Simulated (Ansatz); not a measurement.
This geometry of AlH4N + H2 (8 atoms, charge 0, multiplicity 1) is a first-order saddle point.

All numbers below come from Ansatz, RKS PBE/def2-SVPD.

```xyz
8
Properties=species:S:1:pos:R:3
Al -0.035 0.225 0.129
N -0.018 0.052 2.056
H -0.812 -0.306 2.591
H 0.849 -0.108 2.576
H 1.407 0.112 -0.543
H -1.420 -0.183 -0.551
H -0.222 1.952 0.689
H -0.164 1.379 1.519
```

**Question.** Which two structures does it join? (They come from a converged band through this point; their orientation in space is the band's.)

**Answer.** Bonds broken: H7–H8. Bonds formed: Al1–H7, N2–H8. AlH4N + H2 becomes AlH6N.

First end point:

```xyz
8
Properties=species:S:1:pos:R:3
Al 0.002 -0.098 0.369
N 0.048 -0.465 2.129
H -0.767 -0.688 2.700
H 0.895 -0.499 2.696
H 1.392 0.161 -0.369
H -1.413 -0.159 -0.363
H -0.298 2.539 0.281
H -0.276 2.332 1.023
```

Last end point:

```xyz
8
Properties=species:S:1:pos:R:3
Al 0.028 0.528 -0.026
N -0.124 0.265 2.048
H -0.361 -0.706 2.289
H 0.758 0.492 2.523
H 1.231 -0.507 -0.321
H -1.466 0.079 -0.445
H 0.371 2.105 -0.054
H -0.853 0.866 2.451
```

**Question.** How far does it lie above each of them?

**Answer.** 0.64 eV above the first and 1.13 eV above the second. This is the barrier of this one path; another mechanism may lie lower. The orbitals stay closed-shell, which can raise the energy where a bond breaks towards radicals; this wasn't checked here.

Time of the run: 82 s on 2 threads of Arm Neoverse V2 (shared host), peak memory 0.14 GiB.
